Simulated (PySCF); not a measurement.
Molecule: SMILES C#C/C=C/[CH+]C, [C$_{6}$H$_{7}$]+.

Bonds (- single, = double, # triple, : aromatic): C1#C2 1.221 Å, C2-C3 1.387 Å, C3=C4 1.393 Å, C4-C5 1.384 Å, C5-C6 1.456 Å. C1 carries H7; C3 carries H8; C4 carries H9; C5 carries H10; C6 carries H11, H12, H13. Formal charges: C5 +1. Stereochemistry as in C#C/C=C/[CH+]C.

Total charge +1.

Geometry PBE0-D3(BJ)/def2-SVP throughout; GIAO in PySCF 2.14, gas phase, one conformer, non-relativistic; equivalent atoms averaged; basis pcSseg-1.

Task: How do the absolute shieldings σ depend on the functional? (a selection of nuclei; ppm; last column core-seconds on shared hosts with different chips, so compare them loosely; the GGAs took longer than the global hybrids here, which isn't the general rule, and the cause wasn't traced)

Result: 
```csv
functional,kind,C5,C3,C1,C4,C2,C6,H7,H10,H11/H12/H13,core-s
HF,Hartree–Fock,-52.1,-18.2,-10.2,46.4,134.8,162.4,21.42,22.06,28.25,5.6
LDA,LDA,-62.4,-16.8,-32.7,16.8,59.8,136.0,20.85,21.67,27.05,16
PBE,GGA,-52.2,-8.1,-21.8,24.2,66.2,138.7,21.31,22.13,27.51,18
BLYP,GGA,-57.3,-13.0,-24.0,19.6,62.7,135.0,21.64,22.42,27.75,21
BP86,GGA,-51.7,-7.9,-20.8,24.3,66.5,138.4,21.41,22.21,27.59,20
OPBE,GGA,-36.5,5.4,-9.6,36.2,75.6,145.4,21.19,22.06,27.51,19
KT2,GGA,-33.2,8.4,-3.3,37.4,77.9,144.9,21.36,22.43,27.57,15
KT3,GGA,-31.2,9.9,-1.3,39.0,79.0,145.2,21.53,22.54,27.73,15
B97-D,GGA,-44.1,-1.8,-12.4,29.7,71.3,140.2,21.72,22.46,27.79,15
B3LYP,global hybrid,-58.5,-15.9,-19.8,24.0,78.8,141.7,21.75,22.26,27.82,9.6
PBE0,global hybrid,-53.5,-11.6,-16.3,29.7,86.0,146.7,21.49,22.00,27.65,9.5
mPW1PW91,global hybrid,-54.0,-12.2,-16.6,29.2,85.6,146.1,21.55,22.06,27.71,9.7
WP04,global hybrid,-59.7,-17.1,-22.1,19.6,72.7,136.2,22.06,22.69,28.06,11
B97-2,global hybrid,-47.5,-6.4,-10.9,33.0,86.3,146.9,21.70,22.21,27.78,10
BHandHLYP,global hybrid,-58.4,-18.9,-15.0,31.4,100.7,150.4,21.75,22.13,27.94,10
CAM-B3LYP,range-separated hybrid,-63.7,-23.7,-17.5,27.0,92.4,147.0,21.79,22.02,27.79,14
wB97X-D,range-separated hybrid,-56.9,-17.9,-12.0,32.2,95.6,149.1,21.83,22.04,27.84,13
LC-wPBE,range-separated hybrid,-64.2,-26.8,-14.1,34.0,105.0,153.6,21.79,21.71,27.76,20
```

Task: Which nucleus among those listed moves most, in ppm?

Result: C2 (alkyne carbon): from 59.8 ppm with LDA to 134.8 ppm with HF. The smallest spread is 1.01 ppm, at H10. Proton shifts span only some 12 ppm, so a few tenths of a ppm matter as much there as several ppm in carbon.
